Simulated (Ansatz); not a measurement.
# CH₄AlB (SMILES C=[B][AlH2]): functionals against CCSD(T) at one geometry

A test off equilibrium: a structure displaced at random from a GFN2-xTB minimum is computed at several levels, and each is set against CCSD(T).

Method: single points in def2-TZVPP; program: Ansatz 0.2.0, Gaussian basis.

Correlated methods freeze the cores.

## Step 1: The system as given

SMILES `C=[B][AlH2]`, 7 atoms, charge 0, spin multiplicity 1.

Atoms are counted from 1 here; the program's logs count them from 0.

Bond lengths: C1–B2 1.409 Å, C1–H4 1.082 Å, C1–H5 1.064 Å, B2–Al3 2.067 Å, Al3–H6 1.526 Å, Al3–H7 1.587 Å. Angles: B2–C1–H4 123.5°, B2–C1–H5 125.1°, H4–C1–H5 111.4°, C1–B2–Al3 178.6°, B2–Al3–H6 124.6°, B2–Al3–H7 125.2°, H6–Al3–H7 110.1°.

As a file:

```xyz
7

C    -0.2421    0.9530   -1.4786
B    -0.0356    0.2000   -0.3062
Al    0.2194   -0.9239    1.4102
H    -0.9525    1.7655   -1.5489
H     0.2982    0.8307   -2.3874
H    -0.4934   -0.6598    2.7338
H     1.2274   -2.1392    1.5670
```

## Step 2: CCSD(T)/def2-TZVPP

Contents of run/in.yaml:

```yaml
crystal:
  periodic: [false, false, false]
  atoms:
    - {symbol: C, position_ang: [-0.242100, 0.953000, -1.478600]}
    - {symbol: B, position_ang: [-0.035600, 0.200000, -0.306200]}
    - {symbol: Al, position_ang: [0.219400, -0.923900, 1.410200]}
    - {symbol: H, position_ang: [-0.952500, 1.765500, -1.548900]}
    - {symbol: H, position_ang: [0.298200, 0.830700, -2.387400]}
    - {symbol: H, position_ang: [-0.493400, -0.659800, 2.733800]}
    - {symbol: H, position_ang: [1.227400, -2.139200, 1.567000]}
basis:
  gaussian: {orbitals: def2-TZVPP}
correlation: {method: ccsd_t}
output: {forces: true}
```

The command line of these runs was not kept.

## Step 3: PBE0-D4/def2-TZVPP

run/in.yaml, as its differences from that of step 2:

```diff
@@ -12,3 +12,3 @@
   gaussian: {orbitals: def2-TZVPP}
-correlation: {method: ccsd_t}
-output: {forces: true}
+hamiltonian: {xc: pbe0, dispersion: d4}
+output: {forces: true, orbitals: {seedname: orbitals}}
```

## Step 4: wB97M-V/def2-TZVPP

run/in.yaml, as its differences from that of step 3:

```diff
@@ -12,3 +12,3 @@
   gaussian: {orbitals: def2-TZVPP}
-hamiltonian: {xc: pbe0, dispersion: d4}
-output: {forces: true, orbitals: {seedname: orbitals}}
+hamiltonian: {xc: {name: wB97M-V}}
+output: {forces: true}
```

## Step 5: r2SCAN-D4/def2-TZVPP

run/in.yaml, as its differences from that of step 4:

```diff
@@ -12,3 +12,3 @@
   gaussian: {orbitals: def2-TZVPP}
-hamiltonian: {xc: {name: wB97M-V}}
+hamiltonian: {xc: r2scan, dispersion: d4}
 output: {forces: true}
```

## Step 6: PBE-D4/def2-TZVPP

run/in.yaml, as its differences from that of step 5:

```diff
@@ -12,3 +12,3 @@
   gaussian: {orbitals: def2-TZVPP}
-hamiltonian: {xc: r2scan, dispersion: d4}
+hamiltonian: {xc: pbe, dispersion: d4}
 output: {forces: true}
```

## Step 7: LC-wPBE/def2-TZVPP

run/in.yaml, as its differences from that of step 6:

```diff
@@ -12,3 +12,3 @@
   gaussian: {orbitals: def2-TZVPP}
-hamiltonian: {xc: pbe, dispersion: d4}
+hamiltonian: {xc: {name: LC-wPBE}}
 output: {forces: true}
```

## Step 8: r2SCAN0-D4/def2-TZVPP

run/in.yaml, as its differences from that of step 7:

```diff
@@ -12,3 +12,3 @@
   gaussian: {orbitals: def2-TZVPP}
-hamiltonian: {xc: {name: LC-wPBE}}
+hamiltonian: {xc: {name: r2SCAN0}, dispersion: d4}
 output: {forces: true}
```

(Steps that only read results are left out.)

What does the calculation give? Wanted: energy less free atoms, CCSD(T)/def2-TZVPP; RMS force component; RMS force error; HOMO and LUMO, PBE0-D4; T1 diagnostic.

The runs gave:

| quantity | value |
| --- | --- |
| energy less free atoms, CCSD(T)/def2-TZVPP | -2166.5 kJ/mol |
| RMS force component | 0.395 to 0.619 eV/Å over the methods |
| RMS force error | PBE0-D4 0.203, wB97M-V 0.254, r2SCAN-D4 0.170, PBE-D4 0.184, LC-wPBE 0.346, r2SCAN0-D4 0.232 eV/Å |
| HOMO and LUMO, PBE0-D4 | -6.87 and -2.11 eV |
| T1 diagnostic | 0.015 |

**Reading.** Against CCSD(T) the functionals' energies less atoms differ by -85.0 to -45.9 kJ/mol, PBE-D4 by -85.0 kJ/mol. CCSD(T) in triple zeta still lacks some correlation energy of the bonds, so part of these gaps is its own basis error and they don't rank the functionals. On forces the order runs from r2SCAN-D4 to LC-wPBE. Frozen-core CCSD(T) forces in triple zeta carry basis errors of their own, and this is one geometry, so small gaps rank nothing. The restricted Hartree–Fock reference is unstable towards an unrestricted one at one or more of these structures.
